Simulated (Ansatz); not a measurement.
Process, species as SMILES: CCl (CH3-Cl) → [CH3] (CH3) + Cl atom
B3LYP-D3(BJ)/def2-TZVP geometries, fixed; electronic energies without zero-point terms.

Basis-set convergence of the bond dissociation energy at CCSD(T) with Ansatz (a quantum-chemistry and plane-wave program). All functions are spherical. Cores are frozen. Open shells are unrestricted. No added dispersion term, no relativity. Functions are those of the species that has most. Reference: Hartree-Fock in aug-cc-pV(Q+d)Z plus the correlation part extrapolated as X^-3 from aug-cc-pV(T+d)Z and aug-cc-pV(Q+d)Z, 88.18 kcal/mol, itself unsure by roughly 0.38 kcal/mol (a third of the extrapolation step and of the last Hartree-Fock step). Deviations are taken from unrounded values.

```tsv
basis	functions	bond dissociation energy (kcal/mol)	minus reference (kcal/mol)
STO-3G	17	82.75	-5.43
6-31G	28	62.78	-25.40
pcseg-0	28	56.28	-31.90
def2-SV(P)	38	78.42	-9.76
def2-SVP	47	78.36	-9.82
cc-pV(D+d)Z	52	79.44	-8.74
def2-SVPD	71	80.98	-7.20
aug-cc-pV(D+d)Z	82	81.12	-7.06
cc-pV(T+d)Z	111	84.04	-4.14
jun-cc-pV(T+d)Z	129	84.51	-3.67
def2-QZVPPD	241	86.54	-1.64
aug-cc-pV(Q+d)Z	307	87.09	-1.09
aug-pcseg-3	321	86.82	-1.36
```
